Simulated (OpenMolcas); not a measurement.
# C3H4 (allene) at FNO-MP2/3-21G (RICD fitting, virtual fraction 0.5)

Aim: the energy change on altering one bond length of C3H4 (allene) at FNO-MP2/3-21G (RICD fitting, virtual fraction 0.5), from 2 runs. 

Program for the calculation: OpenMolcas 26.06.

## 1. The structure to begin with

C3H4 has 7 atoms, charge 0, and is taken as a singlet. SMILES: `C=C=C`. Geometry: relaxed at PBE0-D4/def2-TZVP.

Bond lengths: C1–C2 1.299 Å, C2–C3 1.299 Å, C1–H4 1.085 Å, C1–H5 1.085 Å, C3–H6 1.085 Å, C3–H7 1.085 Å. Angles: C1–C2–C3 180.0°, C2–C1–H4 121.1°, C2–C1–H5 121.1°, C2–C3–H6 121.1°, C2–C3–H7 121.1°, H4–C1–H5 117.7°, H6–C3–H7 117.7°.

## 2. A single-point energy at FNO-MP2/3-21G (RICD fitting, virtual fraction 0.5)

File job.inp:

```
* C3H4 FNO-MP2
&GATEWAY
BasLib=$CurrDir
Coord
7
angstrom
C       -1.043070       0.330920      -0.700490
C        0.000000       0.000000       0.000000
C        1.043060      -0.330920       0.700500
H       -1.944480      -0.272700      -0.684250
H       -1.042610       1.220370      -1.321810
H        1.814830      -0.972860       0.288850
H        1.172270       0.025170       1.717200
Basis=3-21G
Group=NoSym
RICD
&SEWARD
&SCF
PrOrbitals=0
&MBPT2
FNOMP2=0.5
DoMP2
Frozen=3
```

The basis set 3-21G is read from a file made from the Basis Set Exchange's data (not shown).

Started as:

```
$ export MOLCAS_MEM=1860
$ pymolcas job.inp > job.log
```

The program printed:

```text
--- Start Module: gateway ---
[...]
--- Stop Module: gateway /rc=_RC_ALL_IS_WELL_ ---
[...]
      Basis functions           35
[...]
--- Start Module: scf ---
[...]
       Convergence after  10 Iterations
[...]
::    Total SCF energy                               -115.2208946097
[...]
      Total spin, S                                     0.0000000000
[...]
      Total electronic charge=   22.000000
      Total            charge=   -0.000000
[...]
      Dipole Moment (debye):
      Origin of the operator (angstrom)=   -0.0000   -0.0000    0.0000
                   X=  1.1574E-05               Y= -1.2013E-05               Z= -1.7493E-05           Total=  2.4172E-05
      Quadrupole Moment (debye*angstrom):
[...]
--- Stop Module: scf /rc=_RC_ALL_IS_WELL_ ---
--- Start Module: mbpt2 ---
[...]
WARNING!
Default frozen orbitals as non valence orbitals is overwritten by user input.
Default values:   3
[...]
       Reference weight ( Cref**2 )         =        0.91656
::    Total MBPT2 energy                             -115.4314703647
[...]
--- Stop Module: mbpt2 /rc=_RC_ALL_IS_WELL_ ---
[...]
```

It took 1.5 s on 1 thread of Arm Neoverse V2, shared host; peak memory 0.14 GiB.

## 3. The distorted shape, same level

File job.input:

```
* C3H4 FNO-MP2

&gateway
 baslib=$CurrDir
 coord
 7
 angstrom
 C       -1.147350       0.364003      -0.770521
 C        0.000000       0.000000       0.000000
 C        1.043060      -0.330920       0.700500
 H       -2.048760      -0.239617      -0.754281
 H       -1.146890       1.253453      -1.391841
 H        1.814830      -0.972860       0.288850
 H        1.172270       0.025170       1.717200
 basis=3-21G
 group=NoSym
 ricd

&seward

&scf
 prorbitals=0

&mbpt2
 fnomp2=0.5
 domp2
 frozen=3
```

The basis set 3-21G is read from a file made from the Basis Set Exchange's data (not shown).

Started as:

```
$ export MOLCAS_MEM=1860
$ pymolcas job.input > job.log
```

The program printed:

```text
--- Start Module: gateway ---
[...]
--- Stop Module: gateway /rc=_RC_ALL_IS_WELL_ ---
[...]
      Basis functions           35
[...]
--- Start Module: scf ---
[...]
       Convergence after  11 Iterations
[...]
::    Total SCF energy                               -115.2004730090
[...]
      Total spin, S                                     0.0000000000
[...]
      Total electronic charge=   22.000000
      Total            charge=   -0.000000
[...]
      Dipole Moment (debye):
      Origin of the operator (angstrom)=   -0.0365    0.0116   -0.0245
                   X=  1.6515E-01               Y= -5.2404E-02               Z=  1.1088E-01           Total=  2.0571E-01
      Quadrupole Moment (debye*angstrom):
[...]
--- Stop Module: scf /rc=_RC_ALL_IS_WELL_ ---
--- Start Module: mbpt2 ---
[...]
WARNING!
Default frozen orbitals as non valence orbitals is overwritten by user input.
Default values:   3
[...]
       Reference weight ( Cref**2 )         =        0.90959
::    Total MBPT2 energy                             -115.4186399168
[...]
--- Stop Module: mbpt2 /rc=_RC_ALL_IS_WELL_ ---
[...]
```

Wall time 1.6 s (1 thread of Arm Neoverse V2, shared host); peak memory 0.14 GiB.

## 4. Outcome

Level: FNO-MP2/3-21G (RICD fitting, virtual fraction 0.5), 3 core orbitals frozen.

| quantity | value |
| --- | --- |
| first shape: total energy | -115.43147 Eh |
| first shape: dipole moment (mean-field density) | 0.00 D |
| first shape: HOMO energy (Hartree–Fock orbitals) | -10.22 eV |
| first shape: LUMO energy (Hartree–Fock orbitals) | 5.06 eV |
| first shape: HOMO–LUMO gap (Hartree–Fock orbitals) | 15.27 eV |
| first shape: correlation energy (3 core orbitals frozen) | -210.6 mEh |
| distorted shape: total energy | -115.41864 Eh |
| distorted shape: dipole moment (mean-field density) | 0.21 D |
| distorted shape: HOMO energy (Hartree–Fock orbitals) | -9.48 eV |
| distorted shape: LUMO energy (Hartree–Fock orbitals) | 4.23 eV |
| distorted shape: HOMO–LUMO gap (Hartree–Fock orbitals) | 13.70 eV |
| distorted shape: correlation energy (3 core orbitals frozen) | -218.2 mEh |
| energy change with the C1–C2 bond stretched from 1.299 to 1.429 Å | 0.349 eV |

**Reading.** With the C1–C2 bond stretched from 1.299 to 1.429 Å the energy rises by 0.35 eV (8.1 kcal/mol). The first shape isn't relaxed at this level, so the change isn't measured from a minimum. Mulliken charges (distorted shape) of the mean-field density run from -0.51 on C3 to +0.25 on H6.
